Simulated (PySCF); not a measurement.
Species: C3H7Cl.
Numbering: `[CH3:1][CH2:2][CH2:3][Cl:4]` (hydrogens: H5, H6, H7 on C1; H8, H9 on C2; H10, H11 on C3)

The calculation used EOM-IP-CCSD/aug-cc-pVDZ in PySCF, restricted Hartree–Fock reference, 8 core orbitals frozen, non-relativistic, gas phase, PBE0-D3(BJ)/def2-SVP geometry.

Hartree–Fock orbital energies give these Koopmans values (eV): HOMO 11.66, HOMO-1 11.68, HOMO-2 13.34, HOMO-3 13.57, HOMO-4 13.88, HOMO-5 15.54, HOMO-6 15.86, HOMO-7 16.39.

Task: What vertical ionisation energies does EOM-IP-CCSD give?

Result: 
```
leading hole (HF orbital)  Koopmans (eV)  EOM-IP-CCSD (eV)  change (eV)  one-hole share
                     HOMO          11.66             10.81        -0.85            0.96
                   HOMO-1          11.68             10.88        -0.80            0.96
                   HOMO-2          13.34             12.49        -0.85            0.96
                   HOMO-3          13.57             12.68        -0.89            0.96
                   HOMO-4          13.88             12.95        -0.93            0.96
                   HOMO-5          15.54             14.47        -1.07            0.95
                   HOMO-6          15.86             14.69        -1.17            0.95
                   HOMO-7          16.39             15.29        -1.10            0.95
```

Task: Does the order of the lines follow the orbital energies?

Result: Yes, no two lines change places. The corrections run from -1.17 to -0.80 eV, with a mean of -0.96 eV over the 8 lines; no line lies above its Koopmans value. Koopmans values leave out both the relaxation of the orbitals and the change in correlation energy.

Task: At what kinetic energies would He I light (21.22 eV) eject these electrons?

Result: 10.41 eV (HOMO), 10.34 eV (HOMO-1), 8.73 eV (HOMO-2), 8.54 eV (HOMO-3), 8.27 eV (HOMO-4), 6.75 eV (HOMO-5), 6.53 eV (HOMO-6), 5.93 eV (HOMO-7).

Lines less than 0.15 eV apart could change places at a higher level. One root was sought for each valence orbital with −ε under 21 eV, eight at most, so deeper holes and satellites are missing; no vibrational structure.

The run took 2.9 min of wall time on one thread, Intel Xeon Platinum 8488C (x86_64) (shared host), and the process peaked at 2.9 GiB of memory.

The values belong to the conformer `[CH3:1][CH2:2][CH2:3][Cl:4]`: C1–C2–C3–Cl4 180°.
